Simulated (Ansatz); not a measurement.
```yaml
crystal:
  periodic: [false, false, false]
  atoms:
    - {symbol: O, position_ang: [0.371625, -1.091896, 0.088229]}
    - {symbol: C, position_ang: [0.000121, 0.000047, 0.000071]}
    - {symbol: O, position_ang: [-0.371746, 1.091849, -0.088290]}
basis:
  gaussian: {orbitals: cc-pCVTZ}
hamiltonian: {xc: {name: HF}}
correlation: {active_space: {window: {electrons: 3, orbitals: 2}}}
output: {forces: true}
```

```sh
$ ansatz run in.yaml --threads 2 --pin off --events-out ev --progress --plain --max-ram 32768MiB --backend cpu
```

Output, abridged:

```
Functional definition: HF
815 factors; integrals over basis functions are off by at most 1.1e-3 eV
mean field evaluation 1: about -5105.5139 eV, gradient 3.8e1 eV
mean field evaluation 2: about -5105.5198 eV, gradient 3.8e1 eV
mean field evaluation 4: about -5107.8114 eV, gradient 2.1e0 eV
mean field evaluation 8: about -5107.8263 eV, gradient 1.3e-1 eV
mean field -5107.82638399 eV, -187.7091574026 hartree, gradient 1.5e-6 eV, S^2 0.000000; 0 other end points of the search recorded, 0 dependent functions left out
reference -5107.82638399 eV, -187.7091574026 hartree; 11, 11 occupied and 118, 118 virtual orbitals, 815 factors
Error: 3 electrons in 2 orbitals form no window around the highest filled level of the reference
```

In this input the active space doesn't fit the electrons. The run stopped with an error.
